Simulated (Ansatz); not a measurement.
## Ansatz (development build ahead of 0.2.0) run

```yaml
crystal:
  periodic: [false, false, false]
  atoms:
    - { symbol: O, position_ang: [0.1498, 0.35232, 0.27384] }
    - { symbol: O, position_ang: [-0.85586, 0.51671, -0.3712] }
    - { symbol: O, position_ang: [0.70772, -0.8451, 0.12995] }
basis:
  gaussian: { orbitals: def2-SVP }
total_charge: 1
magnetization:
  spin_polarized: true
  initial_magnetization: 1
hamiltonian:
  xc: hf
output:
  forces: true
```

The input is written out in the form of the current development build from the run's settings.

Results

```
Converged                       : yes
Total energy                    : -223.71406 hartree
Spin squared of the determinant : 1.673
Stability test                  : minimum
```

Forces (eV/Å):
```
atom      Fx      Fy      Fz
  O1   0.000   0.014   0.007
  O2  -0.001  -0.004  -0.003
  O3   0.001  -0.010  -0.004
```

Caution: the unrestricted determinant is a mixture of spin states.
